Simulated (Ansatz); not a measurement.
The input, for Ansatz 0.2.0:

```yaml
crystal:
  periodic: [false, false, false]
  atoms:
    - {symbol: N, position_ang: [0.000000, 0.000000, 0.353567]}
    - {symbol: Mg, position_ang: [0.000000, 0.000000, -1.528133]}
    - {symbol: H, position_ang: [0.000000, 0.000000, 1.174567]}
basis:
  gaussian: {orbitals: 6-31G}
magnetization: {spin_polarized: false, initial_magnetization: 2}
correlation: {method: ccsdt_q, electrons: outside_noble_gas}
```

```sh
$ ansatz run in.yaml --threads 1 --pin off --events-out ev --progress --plain --max-ram 2393MiB
```

Log:

```
501 factors; integrals over basis functions are off by at most 1.6e-7 eV
mean field evaluation 1: about -6923.6193 eV, gradient 2.3e1 eV
mean field evaluation 2: about -6923.6631 eV, gradient 2.3e1 eV
mean field evaluation 4: about -6925.4424 eV, gradient 3.1e0 eV
mean field evaluation 8: about -6925.5166 eV, gradient 1.8e-1 eV
mean field evaluation 16: about -6924.1058 eV, gradient 1.7e1 eV
mean field evaluation 32: about -6920.4724 eV, gradient 2.4e1 eV
mean field evaluation 64: about -6925.5170 eV, gradient 2.8e-4 eV
mean field evaluation 96: about -6923.5401 eV, gradient 1.1e0 eV
mean field evaluation 128: about -6921.5921 eV, gradient 5.2e-1 eV
mean field -6925.51699793 eV, -254.5080553900 hartree, gradient 1.7e-6 eV, S^2 2.000000; 5 other end points of the search recorded, 0 dependent functions left out
mean field evaluation 160: about -6925.5600 eV, gradient 4.0e-4 eV
...
determinant -6925.51699793 eV, -254.5080553900 hartree, with singles and doubles -6928.19760242 eV, -254.6065657879 hartree
determinant -6923.55039571 eV, -254.4357840912 hartree, with singles and doubles -6926.22944584 eV, -254.5342373676 hartree
6 core orbitals not correlated: weight in the atoms' cores, before any rotation towards them, 1.000 or more for the frozen orbitals, at most 0.000 for the correlated occupied ones
reference -6925.51699793 eV, -254.5080553900 hartree; 5, 3 occupied and 13, 15 virtual orbitals, 501 factors
second order -2.31917600 eV of doubles, -0.02254715 eV of singles
...
cycle  14  -2.74275785 eV  change   -1.8e-5 eV  update   3.3e-5
cycle  15  -2.74278355 eV  change   -2.6e-5 eV  update   1.8e-5
cycle  16  -2.74279375 eV  change   -1.0e-5 eV  update   8.7e-6
cycle  17  -2.74279787 eV  change   -4.1e-6 eV  update   4.7e-6
cycle  18  -2.74279993 eV  change   -2.1e-6 eV  update   3.0e-6
cycle  19  -2.74280036 eV  change   -4.3e-7 eV  update   1.8e-6
cycle  20  -2.74280076 eV  change   -4.1e-7 eV  update   1.2e-6
cycle  21  -2.74280162 eV  change   -8.5e-7 eV  update   8.0e-7
cycle  22  -2.74280216 eV  change   -5.5e-7 eV  update   5.3e-7
cycle  23  -2.74280242 eV  change   -2.5e-7 eV  update   3.7e-7
perturbative correction -0.00567992 eV, -0.0002087333 hartree
Total energy: -6928.26548027 eV, -254.6090602531 hartree
```

For the same geometry and basis full CI lies 0.1 meV lower.

Ran on 1 thread of Arm Neoverse V1, shared host: 3.2 s wall, 0.11 GiB peak host memory.
